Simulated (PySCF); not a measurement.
# BS₂⁻: structure of the singlet

Aim: relax BS₂⁻ as a singlet from a bent start, check by its vibrations whether the end is a minimum, and collect its spectrum and constants.

Program: PySCF 2.14.0. Level of theory: PBE0, basis B def2-TZVPD, S def2-TZVPD, no relativity, density fitting. These are calculated values, not measurements.

## 1. The system as given

3 atoms, charge -1, spin multiplicity 1.

Bond lengths: B1–S2 1.720 Å, B1–S3 1.720 Å. Angles: S2–B1–S3 110.0°.

Z-matrix (Å, degrees; charge -1 multiplicity 1):
```
B
S  1 1.7200
S  1 1.7200 2 110.00
```

## 2. Relaxation: bent start, singlet

One driver script runs all steps and calls PySCF; scf.py shows how it sets up the SCF of each step. The optimiser is the driver's own. Before each start the driver seeks the lowest SCF state from one or more starting densities and follows internal instabilities, so scf.py alone need not reach the same state.

The program finds C2v symmetry in the start, which this walk keeps.

File scf.py:

```python
from pyscf import gto, scf, dft
mol = gto.M(atom='''
B      0.000000     0.000000    -0.841686
S      1.408900    -0.000000     0.144914
S     -1.408900     0.000000     0.144914''',
    basis={'B': 'def2-TZVPD', 'S': 'def2-TZVPD'},
    charge=-1, spin=0)
mf = dft.RKS(mol, xc='PBE0')
mf.grids.atom_grid = (50, 194)
aux = {'B': 'def2-universal-JKFIT', 'S': 'def2-universal-JKFIT'}
mf = mf.density_fit(auxbasis=aux)
mf.kernel()
```

Steps of the walk:

| step | energy (Eh) | change (kJ/mol) | largest symmetric gradient (Eh/bohr) |
| --- | --- | --- | --- |
| 0 | -820.999441 | 0.00 | 0.09107 |
| 1 | -821.056888 | -150.83 | 0.06888 |
| 2 | -821.088470 | -233.75 | 0.04121 |
| 3 | -821.099462 | -262.60 | 0.02020 |
| 4 | -821.102312 | -270.09 | 0.00830 |
| 5 | -821.102745 | -271.23 | 0.00107 |
| 6 | -821.102757 | -271.26 | 0.00045 |
| 7 | -821.102758 | -271.26 | 0.00002 |

The walk took 6.5 s on 4 threads, shared host.

Geometry (Å) and forces (eV/Å) at some steps:

```
step 0
B    0.000   0.000  -0.842   0.000   0.000   4.683
S    1.409   0.000   0.145   2.492   0.000  -2.342
S   -1.409   0.000   0.145  -2.492   0.000  -2.342
step 1
B    0.000   0.000  -0.656   0.000   0.000   3.542
S    1.557   0.000   0.052   0.462   0.000  -1.771
S   -1.557   0.000   0.052  -0.462   0.000  -1.771
step 4
B    0.000   0.000  -0.221   0.000   0.000   0.272
S    1.686   0.000  -0.166  -0.427   0.000  -0.136
S   -1.686   0.000  -0.166   0.427   0.000  -0.136
step 7
B    0.000   0.000  -0.184   0.000   0.000   0.000
S    1.675   0.000  -0.184   0.001   0.000   0.000
S   -1.675   0.000  -0.184  -0.001   0.000   0.000
```

End point (D∞h, 7 steps, 271.3 kJ/mol gained): B–S 1.675 Å (×2); S–B–S 180.0°.

## 3. Frequencies

The point is checked on the finer grid, and tightened if its gradient asks for it. The Hessian and the dipole derivatives come from central differences of analytic gradients, with steps of 0.01 bohr.

Changes to scf.py since step 2:

```diff
@@ -3,3 +3,3 @@
-B      0.000000     0.000000    -0.841686
-S      1.408900    -0.000000     0.144914
-S     -1.408900     0.000000     0.144914''',
+B      0.000000     0.000000     0.000000
+S      1.674759     0.000000     0.000000
+S     -1.674759     0.000000     0.000000''',
@@ -9 +9 @@
-mf.grids.atom_grid = (50, 194)
+mf.grids.atom_grid = (75, 302)
```

The driver hands on the density of the step before, so the log starts near convergence.

Log of the central SCF (cycles and frontier levels):

```text
init E= -821.102763252624
  HOMO = -0.0645997066443006  LUMO = 0.120070249224318  gap/eV = 5.02513
cycle= 1 E= -821.102763252548  delta_E= 7.61e-11  |g|= 1.95e-05  |ddm|= 2.1e-05
  HOMO = -0.0646002564280865  LUMO = 0.120070265800425  gap/eV = 5.02514
cycle= 2 E= -821.102763252289  delta_E= 2.6e-10  |g|= 3.49e-05  |ddm|= 3.63e-05
  HOMO = -0.0646001854400571  LUMO = 0.120070220608464  gap/eV = 5.02514
cycle= 3 E= -821.102763252659  delta_E= -3.71e-10  |g|= 1.11e-06  |ddm|= 2.34e-05
  HOMO = -0.0646000581689603  LUMO = 0.120070236550052  gap/eV = 5.02513
cycle= 4 E= -821.102763252659  delta_E= 1.14e-13  |g|= 4.26e-08  |ddm|= 9.59e-07
  HOMO = -0.0646000512075446  LUMO = 0.120070237375876  gap/eV = 5.02513
Extra cycle  E= -821.102763252661  delta_E= -1.82e-12  |g|= 4.12e-08  |ddm|= 6.49e-08
converged SCF energy = -821.102763252661
```

The whole step took 7.6 s.

Geometry: D∞h; B–S 1.675 Å (×2); S–B–S 180.0°.

Harmonic modes (main isotopes):

| symmetry | ω (cm⁻¹) | IR (km/mol) |
| --- | --- | --- |
| πu | 364 | 0.1 |
| σg+ | 556 | 0.0 |
| σu+ | 1336 | 791 |

No imaginary mode, so this is a minimum.

Constants and moments:

```
Dipole moment about the centre of mass                          : 0.00 D
Highest occupied level                                          : -1.76 eV
Lowest empty level                                              : 3.27 eV
Rotational constants                                            : 0.09399 cm⁻¹
Zero-point energy                                               : 15.7 kJ/mol
Principal polarisabilities                                      : 59.1, 59.1, 109.7 bohr³
Principal traceless quadrupole moments about the centre of mass : -13.37, 6.69, 6.69 D Å
Entropy at 298.15 K and 1 bar                                   : 240.8 J/(mol K)
Heat capacity Cp at 298.15 K                                    : 47.3 J/(mol K)
Enthalpy at 298.15 K above 0 K                                  : 11.00 kJ/mol
Rotational symmetry number                                      : 2
```

Charges (e) and bond orders:

```json
{"atom": "B1", "Mulliken": "0.40", "Löwdin": "-1.68", "polar tensor": "0.76", "Mayer order to B1": "–"}
{"atom": "S2,3", "Mulliken": "-0.70", "Löwdin": "0.34", "polar tensor": "-0.88", "Mayer order to B1": "1.73"}
```

Mulliken populations on B1: s 2.64, p 1.72, d 0.22, f 0.02.

## 4. Results

| quantity | value |
| --- | --- |
| minimum | singlet, D∞h |
| geometry | B–S 1.675 Å (×2); S–B–S 180.0° |
| wavenumbers (cm⁻¹) | 364 (πu), 556 (σg+), 1336 (σu+) |
| dipole moment (centre of mass) | 0.00 D |
| highest occupied, lowest empty level | -1.76, 3.27 eV |
| polar-tensor charge of B1 | +0.76 e |
| zero-point energy | 15.7 kJ/mol |
| entropy at 298.15 K | 240.8 J/(mol K) |

The bent start (C2v) ends in a minimum of D∞h symmetry. In the infrared the band at 1336 cm⁻¹ (σu+) leads. Only this shape and spin were tried, so other structures or states may lie lower.

The search up to here took 15 s.
